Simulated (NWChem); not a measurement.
System: ammonia (NH3); SMILES N

Input file for NWChem:

```
start job
memory heap 200 mb stack 900 mb global 1100 mb
geometry units angstroms noautoz
  N      0.000000     0.000000     0.138852
  H      0.661761     0.661761    -0.266384
  H      0.242221    -0.903982    -0.266384
  H     -0.903982     0.242221    -0.266384
end
basis spherical
  * library def2-svpd
end
dft
  xc b3lyp
  iterations 150
  mulliken
end
task dft energy
```

The geometry was optimised at PBE0/def2-SVP.

Task: Predict the main results of this run. (B3LYP/def2-SVPD.) Quantities: basis functions; energy (Ha); highest occupied level (eV); orbital gap (eV); dipole (D).

Result: 
```yaml
number_of_basis_functions: 44
energy (Ha): -56.52
highest occupied level (eV): -7.54
orbital gap (eV): 8.11
dipole (D): 1.62
```
